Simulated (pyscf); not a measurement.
Single points on ωB97X-D3(BJ)/def2-SVP structures (PySCF, gas phase).

H₃C–In [singlet] + HO–SiH₃ → H₃C–InH–SiH₂–OH
Surface: singlet. Broken: H–Si. Formed: In–Si, H–In. Give ΔE‡ and ΔE from ωB97M-D3(BJ)/def2-TZVP, relative to the separated reactants.

ΔE‡ = 111.1 kJ/mol, ΔE = -3.9 kJ/mol. Zero-point energy shifts the barrier by +1.3 kJ/mol. It is an insertion, with an imaginary mode of 317i cm⁻¹. On the reactant side the descent ends in a complex (not fully relaxed), 21.7 kJ/mol under the separated species and 106.1 kJ/mol under the saddle at ωB97X-D3(BJ)/def2-TZVP. The reactants may also form a dative adduct at H₃C–In [singlet]; it and routes through it were not searched. At ωB97X-D3(BJ)/def2-TZVP the barrier from the zero used here is 84.4 kJ/mol. The same reactants have a lower exit, to H₃Si–O–In [singlet] + CH₄ (barrier +4.0 kJ/mol at ωB97M-D3(BJ)/def2-TZVP, against +111.1 kJ/mol here). This is the saddle that the search found; another between the same sides may lie lower. Elements past Kr carry the def2 core potentials, without spin-orbit coupling.
